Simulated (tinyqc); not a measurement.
Worked calculation: RHF in the sto-6g basis, for H2O, spin multiplicity 1. One step of it, computed by the program tinyqc.

Task: Orthogonalisation. S = U s U^T; symmetric (Loewdin) form X = U s^(-1/2) U^T, so that X^T S X = 1.

overlap S, order 1O 1s, 1O 2s, 1O 2px, 1O 2py, 1O 2pz, 2H 1s, 3H 1s:
```
[[1.000000, 0.231145, 0.000000, 0.000000, 0.000000, 0.034332, 0.037659],
 [0.231145, 1.000000, 0.000000, 0.000000, 0.000000, 0.351744, 0.373963],
 [0.000000, 0.000000, 1.000000, 0.000000, 0.000000, 0.000000, 0.000000],
 [0.000000, 0.000000, 0.000000, 1.000000, 0.000000, 0.249713, -0.261734],
 [0.000000, 0.000000, 0.000000, 0.000000, 1.000000, 0.192357, 0.201809],
 [0.034332, 0.351744, 0.000000, 0.249713, 0.192357, 1.000000, 0.160658],
 [0.037659, 0.373963, 0.000000, -0.261734, 0.201809, 0.160658, 1.000000]]
```

Give: eigenvalues of S; X.

Result:

eigenvalues of S: [0.460, 0.551, 0.889, 1.000, 1.097, 1.290, 1.713]

X, order 1O 1s, 1O 2s, 1O 2px, 1O 2py, 1O 2pz, 2H 1s, 3H 1s:
```
[[1.022, -0.131, 0.000, 0.000, -0.006, 0.016, 0.017],
 [-0.131, 1.138, 0.000, -0.006, 0.062, -0.196, -0.215],
 [0.000, 0.000, 1.000, 0.000, 0.000, 0.000, 0.000],
 [0.000, -0.006, 0.000, 1.064, -0.003, -0.157, 0.167],
 [-0.006, 0.062, 0.000, -0.003, 1.033, -0.105, -0.114],
 [0.016, -0.196, 0.000, -0.157, -0.105, 1.105, -0.054],
 [0.017, -0.215, 0.000, 0.167, -0.114, -0.054, 1.119]]
```
